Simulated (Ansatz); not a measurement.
B$_{2}$GeH⁺, quintet: the ladder up to UCCSDT(Q)

Geometry: that of the B2GeH, quartet, kept fixed. The triplet lies 1.3 eV lower here.

```xyz
4

B     0.0134   -1.0596   -1.3555
Ge    0.0042    0.0462    0.4549
B    -0.0575    0.6170   -1.4835
H     0.1718    1.4195   -2.3301
```

Basis cc-pVDZ; Ansatz 0.2.0. Correlated methods freeze the noble-gas cores and the filled d shells of p-block atoms, which leaves 10 electrons in 44 orbitals. R marks a restricted (for open shells ROHF) determinant, U an unrestricted one. No spin–orbit coupling is included, and no scalar relativity.

Full CI isn't at hand for all of this; UCCSDT(Q) serves as the reference, and is uncertain by about the last step of the cluster series.

The UHF ⟨S²⟩ is 6.013 and the T1 diagnostic (RCCSD) is 0.0343. The largest doubles amplitude (RCCSD) is 0.063 and the T1 diagnostic (UCCSD) is 0.0284.

Q: From what is known of these methods and the diagnostics, rank them by the size of their error in total energy against UCCSDT(Q) in cc-pVDZ, smallest first (an estimate: the text doesn't fix the numbers).
A. UCCSDT
B. UCCSD
C. UHF
D. UMP2
E. UCCSD(T)

A: A (17 meV), E (64 meV), B (296 meV), D (1271 meV), C (5543 meV).

All errors are against UCCSDT(Q) in cc-pVDZ. Within each family the higher level lies nearer, as is usual though not guaranteed.
